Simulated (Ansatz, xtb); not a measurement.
# Relative energy of two structures of BH4SSi+

We compare a, a singlet given by its coordinates, with b, `B[S+]=[SiH2]`, a singlet. Both are isolated ions in the gas phase, relaxed with PBE0-D3(BJ)/pcseg-1; the shapes shown needn't be the lowest conformers.

a (Å):

| atom | x (Å) | y (Å) | z (Å) |
| --- | --- | --- | --- |
| B | -1.5905 | -0.9819 | -0.4689 |
| S | -0.8507 | 0.5624 | -0.1740 |
| Si | -0.8600 | -0.6621 | 1.5565 |
| H | -2.0995 | -1.5560 | -1.3748 |
| H | -1.9076 | -0.4109 | 2.5662 |
| H | 0.3852 | -1.3810 | 1.8922 |
| H | -1.6305 | -1.8038 | 0.5780 |

Close contacts (Å): B1–S2 1.74, B1–Si3 2.18, S2–Si3 2.12, B1–H4 1.19, B1–H7 1.33, Si3–H5 1.48, Si3–H6 1.48, Si3–H7 1.69.

b (Å):

```xyz
7

B    -2.0157    0.4209    0.8173
S    -1.4405   -0.6333   -0.5988
Si   -0.5356   -2.1544    0.4207
H    -2.5924    1.4028    0.4784
H    -1.7929    0.0835    1.9383
H    -0.5003   -2.1520    1.9004
H     0.0767   -3.2470   -0.3652
```

Q: Which of the two would you expect CCSD(T)/def2-TZVP electronic energies to favour?

A: Structure a; the calculation gives E(b) − E(a) = +38.9 kJ/mol.

Level by level:

```csv
level,geometry,E(b) − E(a) (kJ/mol),departure from the last row (kJ/mol),"job, with rough time for the two"
PBE0-D3(BJ)/pcseg-1,PBE0-D3(BJ)/pcseg-1,+43.7,+4.8,"optimisation, 2.1 min"
HF/def2-TZVP,PBE0-D3(BJ)/pcseg-1,+3.1,−35.8,part of the CCSD(T) run
MP2/def2-TZVP,PBE0-D3(BJ)/pcseg-1,+41.6,+2.6,part of the CCSD(T) run
CCSD(T)/def2-TZVP,PBE0-D3(BJ)/pcseg-1,+38.9,,"single point, 40 s"
```

The levels shown agree on the order. The largest departure from CCSD(T)/def2-TZVP is that of HF/def2-TZVP, 35.8 kJ/mol. Levels run at GFN2-xTB geometries aren't shown.

With harmonic frequencies from PBE0-D3(BJ)/pcseg-1 (ideal gas, rigid rotor, one conformer each, 298.15 K, 1 atm): the zero-point term adds −2.6 kJ/mol; ΔH is +38.6 and ΔG +33.7 kJ/mol.

The correlated steps freeze 11 core orbitals. Run with Ansatz 0.2.0; the last row on 1 thread of Intel(R) Xeon(R) Processor @ 2.50GHz (Skylake/Cascade Lake) on a shared host.
